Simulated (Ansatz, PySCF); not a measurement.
System: HF (charge +1, doublet). 
Geometry from a B3LYP-D3(BJ)/def2-TZVP (Ansatz, a quantum-chemistry and plane-wave program) optimisation:
```
F
H 1 1.0165
```
Charge +1, spin multiplicity 2.

Total electronic energies in hartree. Correlated levels leave the core frozen unless marked. Open shells are spin-unrestricted. Spin-orbit coupling is left out. Non-relativistic. CBS(X,Y): correlation extrapolated as X^-3; Hartree-Fock from the larger set (for Q and 5 zeta extrapolated as (X+1)exp(-9√X)). The bracket is a focal-point correction in the basis named.

| level | program | energy (Eh) |
|---|---|---|
| RI-HF/aug-cc-pVTZ | Ansatz | -99.53687 |
| BLYP-D4/def2-TZVPD | Ansatz + dftd4 | -99.89282 |
| TPSS-D4/def2-TZVPD | PySCF + dftd4 | -99.91011 |
| PBE0-D3(BJ)/def2-TZVP | Ansatz + dftd3 | -99.80928 |
| MN15-D3(BJ)/def2-TZVPD | PySCF + dftd3 | -99.81886 |
| HSE06-D4/def2-TZVPD | Ansatz + dftd4 | -99.80589 |
| B2PLYP-D3(BJ)/def2-TZVPD | Ansatz + dftd3 | -99.84977 |
| MP2/6-31G | Ansatz | -99.55405 |
| MP2/CBS(cc-pVQZ,cc-pV5Z) | Ansatz | -99.7882 |
| CCSD/def2-TZVPPD | Ansatz | -99.75815 |
| CCSD(T)/def2-TZVPP | Ansatz | -99.76110 |
| CCSD(T)/def2-QZVPPD | Ansatz | -99.78592 |
| RI-MP2/CBS(aug-cc-pVTZ,aug-cc-pVQZ)+[CCSD(T)-MP2]/aug-cc-pVQZ | Ansatz | -99.7997 |
| CCSD(T)/CBS(cc-pVTZ,cc-pVQZ) | Ansatz | -99.7989 |
| CCSD(T)/CBS(cc-pVQZ,cc-pV5Z) | Ansatz | -99.8020 |

Totals of different functionals don't rank their quality; only differences between species are comparable.
